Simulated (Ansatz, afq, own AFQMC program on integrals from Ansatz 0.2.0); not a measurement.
## GeH2SCl2, singlet: energetics from AFQMC and coupled cluster

```json
{"atom": "S", "x (Å)": "0.0971", "y (Å)": "1.3374", "z (Å)": "-1.1944"}
{"atom": "Ge", "x (Å)": "0.2154", "y (Å)": "-0.2723", "z (Å)": "0.3068"}
{"atom": "Cl", "x (Å)": "2.1506", "y (Å)": "-1.1557", "z (Å)": "0.0434"}
{"atom": "Cl", "x (Å)": "-1.2885", "y (Å)": "-1.7670", "z (Å)": "-0.0639"}
{"atom": "H", "x (Å)": "-1.1939", "y (Å)": "1.6155", "z (Å)": "-0.9002"}
{"atom": "H", "x (Å)": "0.0612", "y (Å)": "0.1783", "z (Å)": "1.7619"}
```

Geometry: a PBE0/def2-SVP stationary point, not shown to be a minimum. Basis def2-TZVP. Only valence electrons are correlated. Ansatz 0.2.0 and our own AFQMC program on the same integrals; the CISD trial comes from CCSD amplitudes, and released means the phaseless constraint is let go. ± is one standard error of the sampling. No spin–orbit coupling.

Best estimates are CCSD(T) at the basis-set limit (def2-TZVPP/QZVPP) plus the step from CCSD(T) to the highest rung at hand in def2-TZVP, named in the table (released AFQMC can keep some 10 meV of bias). Fragments are relaxed and keep their bonds. No zero-point, core-correlation or spin–orbit terms, no scalar relativity below Rb. Other levels are in def2-TZVP; a dash marks a level that is missing or breaks spin symmetry for a member.

Cautions: inner d shell frozen; no relativity below Rb; no spin-orbit coupling; GeH₂SCl₂ (singlet): the released value is read at 0.90 1/Eh with a noise of 23 meV, more than in the cases checked (meV from the phaseless value at times in 1/Eh: -12 ± 13 at 0.21, -19 ± 15 at 0.42, -26 ± 19 at 0.63, -33 ± 23 at 0.90); GeH₂SCl (doublet): the released value is read at 1.50 1/Eh with a noise of 14 meV, more than in the cases checked (meV from the phaseless value at times in 1/Eh: -16 ± 9 at 0.24, -36 ± 7 at 0.51, -30 ± 9 at 0.99, -26 ± 14 at 1.50); GeHCl₂ (doublet): the released value is read at 1.50 1/Eh with a noise of 15 meV, more than in the cases checked (meV from the phaseless value at times in 1/Eh: -3 ± 9 at 0.24, -16 ± 10 at 0.51, -10 ± 11 at 0.99, 8 ± 15 at 1.50).

```csv
process,r2SCAN (kJ/mol)
Ge2–Cl3 → GeH2SCl (doublet; SH–GeH–Cl) + Cl (doublet),388
Ge2–S1 → GeHCl2 (doublet; Cl–GeH–Cl) + HS (doublet),319
to free atoms,1676
```

Problem. From these values, estimate the best estimates.

Solution. 
```json
{"process": "Ge2–Cl3 → GeH2SCl (doublet; SH–GeH–Cl) + Cl (doublet)", "best estimate (kJ/mol)": "408 ± 3", "highest rung": "released AFQMC"}
{"process": "Ge2–S1 → GeHCl2 (doublet; Cl–GeH–Cl) + HS (doublet)", "best estimate (kJ/mol)": "344 ± 3", "highest rung": "released AFQMC"}
{"process": "to free atoms", "best estimate (kJ/mol)": "1677 ± 2", "highest rung": "released AFQMC"}
```

Errors against the best estimates in kJ/mol, in the same order:

```
        level  error, 1  error, 2  error, 3
          MP2         7         1       -46
      CCSD(T)       -16       -17       -85
ph-AFQMC/CISD   -16 ± 1   -16 ± 2   -83 ± 1
  CCSD(T)/CBS         0        -3        -2
          PBE       -25       -27       -14
       r2SCAN       -20       -25        -1
         PBE0       -21       -22       -34
        B3LYP       -44       -46       -81
      wB97M-V        -9       -12       -11
       B2PLYP       -26       -28       -68
```

Cost at the first geometry (cards were shared with other jobs): PBE0/def2-TZVP, 11 s on 1 thread of AMD EPYC 7R13 Processor (Zen 3) (shared host); RCCSD(T)/def2-TZVP, 6.5 s on 1 × NVIDIA H100 80GB HBM3 with 1 thread of AMD EPYC 7R13 Processor (Zen 3), on a shared host; CCSD(T)/def2-QZVPP, 8.5 s on 1 × NVIDIA H100 80GB HBM3 with 1 thread of AMD EPYC 7R13 Processor (Zen 3), with other jobs on the host; ph-AFQMC/CISD with release, 6.1 min on 1 × NVIDIA H100 80GB HBM3 with 2 threads of AMD EPYC 7R13 Processor (Zen 3) (shared host).

Best estimates are given only where the step beyond CCSD(T) is under 0.3 eV and no member's determinant is very poor (T1 over 0.05, or 0.07 for open shells, ⟨S²⟩ too high by 0.3, two states mixed), so the hardest cases are missing from such tables.

The functionals ran in a triple-zeta set and keep a basis error of their own, a few kJ/mol for each bond in atomization energies and more for double hybrids, so close places among them and the extrapolated levels can swap.

Each member of a difference takes its own highest rung, so a best estimate needn't equal the limit plus the step of one row. Released energies are given only where the last usable release times agree within the noise; a slower fall can still hide under it.
